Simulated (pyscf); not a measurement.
Elementary routes open to `[CH3][In]` [singlet] + `[OH2]` in the gas phase (singlet surface):
A. `[OH][In]` [singlet] + `[CH4]` (C–In, H–O broken; In–O, C–H formed)
B. `[CH3][InH][OH]` (H–O broken; In–O, H–In formed)

Single points on ωB97X-D3(BJ)/def2-SVP structures (PySCF, gas phase). MP2 and CC: frozen core, UHF for open shells. ΔMP2 is the change of the MP2 total energy from the triple- to the quadruple-zeta basis.

**Question.** Rank the routes by free-energy barrier at 600 K, lowest first, for CCSD(T)/def2-TZVPP + ΔMP2(QZVPP) energies (ideal gas, 1 atm, RRHO with modes under 100 cm⁻¹ raised to 100, one conformer, R ln 2 for chiral ones without a mode under 150 cm⁻¹).

**Answer.** A (23.1 kcal/mol), B (52.9 kcal/mol)

Route A is the fastest of these, ahead of the next by 29.8 kcal/mol. The most stable products are those of A (ΔG = -28.0 kcal/mol), so kinetics and thermodynamics agree. At 1200 K A is still the fastest. A: On the reactant side the descent ends in a bound adduct, 8.6 kcal/mol under the separated species and 13.1 kcal/mol under the saddle at ωB97X-D3(BJ)/def2-TZVP. B: On the reactant side the descent ends in a bound adduct (not fully relaxed), 8.6 kcal/mol under the separated species and 45.9 kcal/mol under the saddle at ωB97X-D3(BJ)/def2-TZVP. Only these routes are compared; each barrier is that of the saddle found, and lower ones may exist. The CCSD(T) − MP2 part came from Ansatz, without density fitting, on the same reference. The frozen core leaves the outer d or s,p core shells of the metals and heavy elements correlated in the MP2 and CC values, and def2-TZVPP describes them poorly, which can shift differences by a few kcal/mol. Elements past Kr carry the def2 core potentials, without spin-orbit coupling.
